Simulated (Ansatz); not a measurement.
# C₂H₅S+ (SMILES [CH2+]SC): functionals against CCSD(T) at one geometry

The task here is to estimate one member of a computed series from the others.

Program: Ansatz 0.2.0, Gaussian basis. Level of theory: single points in def2-TZVPP. These are calculated values, not measurements.

Cores are frozen in the correlated methods.

### Starting geometry

8 atoms, charge 1, spin multiplicity 1.

Atoms are counted from 1 here; the program's logs count them from 0.

Bond lengths: C1–S2 1.693 Å, C1–H4 1.065 Å, C1–H5 1.080 Å, S2–C3 1.813 Å, C3–H6 1.097 Å, C3–H7 1.180 Å, C3–H8 1.112 Å. Angles: S2–C1–H4 117.4°, S2–C1–H5 120.1°, H4–C1–H5 122.5°, C1–S2–C3 103.4°, S2–C3–H6 108.6°, S2–C3–H7 101.1°, S2–C3–H8 104.2°, H6–C3–H7 113.9°, H6–C3–H8 114.4°, H7–C3–H8 113.2°.

Geometry (Å):

```xyz
8

C    -0.86300    0.91070   -0.91330
S     0.16160   -0.43390   -1.00250
C     0.69070   -0.67510    0.71500
H    -1.30550    1.24990   -1.82100
H    -1.06860    1.37380    0.04080
H     0.53760    0.26260    1.26260
H     1.82540   -0.96160    0.56490
H     0.06900   -1.52350    1.07540
```

Set-up of the first run:

The input, run/in.yaml:

```yaml
crystal:
  periodic: [false, false, false]
  atoms:
    - {symbol: C, position_ang: [-0.863000, 0.910700, -0.913300]}
    - {symbol: S, position_ang: [0.161600, -0.433900, -1.002500]}
    - {symbol: C, position_ang: [0.690700, -0.675100, 0.715000]}
    - {symbol: H, position_ang: [-1.305500, 1.249900, -1.821000]}
    - {symbol: H, position_ang: [-1.068600, 1.373800, 0.040800]}
    - {symbol: H, position_ang: [0.537600, 0.262600, 1.262600]}
    - {symbol: H, position_ang: [1.825400, -0.961600, 0.564900]}
    - {symbol: H, position_ang: [0.069000, -1.523500, 1.075400]}
basis:
  gaussian: {orbitals: def2-TZVPP}
total_charge: 1
correlation: {method: ccsd_t}
output: {forces: true}
```

The command line of these runs was not kept.

Steps of the session up to this table: CCSD(T)/def2-TZVPP; PBE0-D4/def2-TZVPP; wB97M-V/def2-TZVPP; r2SCAN-D4/def2-TZVPP; PBE-D4/def2-TZVPP; BHLYP-D4/def2-TZVPP; LC-wPBE/def2-TZVPP.

One of the session's tables, all rows but one given; the rest of the session is left out.

| method | RMS force component (eV/Å) | angle to CCSD(T) forces (°) |
| --- | --- | --- |
| CCSD(T) | 1.054 | reference |
| PBE0-D4 | 1.197 | 7.3 |
| wB97M-V | 1.225 | 6.4 |
| r2SCAN-D4 | 1.124 | 4.9 |
| PBE-D4 | 1.046 | 8.2 |
| BHLYP-D4 | 1.285 | 8.2 |
| LC-wPBE | ? | ? |

Q: Estimate the row for LC-wPBE from the others.

As computed: RMS force component (eV/Å): 1.369; angle to CCSD(T) forces (°): 11.2. In the column «RMS force component (eV/Å)» it is the highest.
